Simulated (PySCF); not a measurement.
Species: C6H6.
InChI=1S/C6H6/c1-2-6-4-3-5-6/h1,3-4,6H,5H2/t6-/m0/s1

Level of theory: CAM-B3LYP/def2-SVPD in PySCF (dipole) on a GFN2-xTB geometry, gas phase.

Masses are those of the commonest isotopes; rigid-rotor values at the optimised geometry. 

Give the principal moments of inertia and the rotational constants in MHz.

Ia = 51.39, Ib = 190.03, Ic = 211.64 u·Å²; 505379 MHz·u·Å²/I gives A = 9834, B = 2660, C = 2388 MHz.

Classify the top.

A near-prolate asymmetric top; Ray's κ = -0.927.

Is it planar, by Δ = Ic − Ia − Ib?

Not planar: Δ = Ic − Ia − Ib = -29.78 u·Å². For a rigid frame Δ = −2 Σ m c², so Σ m c² = 14.89 u·Å² lies off the ab plane: 5.78 from hydrogen and 9.11 from heavier atoms. The atom farthest from that plane is 1.73 Å away.

List the rotational levels J(Ka,Kc) to J = 3 (K).

Above 0(0,0), as E/k:
J = 1: 1(0,1) 0.242, 1(1,1) 0.587, 1(1,0) 0.600
J = 2: 2(0,2) 0.726, 2(1,2) 1.058, 2(1,1) 1.097, 2(2,1) 2.130, 2(2,0) 2.130
J = 3: 3(0,3) 1.452, 3(1,3) 1.765, 3(1,2) 1.843, 3(2,2) 2.857, 3(2,1) 2.859, 3(3,1) 4.611, 3(3,0) 4.611

Predict some low-J microwave lines.

The dipole components are |μa| = 0.78 D, |μb| = 0.14 D, |μc| = 0.12 D. Intensities carry the squares of the components, which stand as 1.00 : 0.03 : 0.02 (a : b : c). Some lines, for components of 0.1 D or more:

```
type  branch         J(Ka,Kc)    MHz  lower level (cm⁻¹)
   a       Q  2(1,1) ← 2(1,2)    815               0.735
   b       R  2(0,2) ← 1(1,1)   2913               0.408
   a       R  1(0,1) ← 0(0,0)   5047               0.000
   c       Q  2(1,2) ← 2(0,2)   6910               0.505
   c       Q  1(1,1) ← 1(0,1)   7174               0.168
   b       Q  2(1,1) ← 2(0,2)   7725               0.505
   a       R  2(1,2) ← 1(1,1)   9823               0.408
   a       R  2(0,2) ← 1(0,1)  10087               0.168
   b       R  1(1,1) ← 0(0,0)  12222               0.000
   c       R  1(1,0) ← 0(0,0)  12494               0.000
   b       R  2(1,2) ← 1(0,1)  16998               0.168
   c       R  2(1,1) ← 1(0,1)  17813               0.168
   b       Q  2(2,1) ← 2(1,2)  22338               0.735
   b       R  2(2,1) ← 1(1,0)  31890               0.417
   c       R  2(2,0) ← 1(1,0)  31897               0.417
   c       R  2(2,1) ← 1(1,1)  32162               0.408
   b       R  2(2,0) ← 1(1,1)  32169               0.408
```

No GFN2-xTB frequencies stand behind this structure, so it isn't proved a minimum. No vibrational averaging or centrifugal distortion is included, and the geometry carries the error of its method.
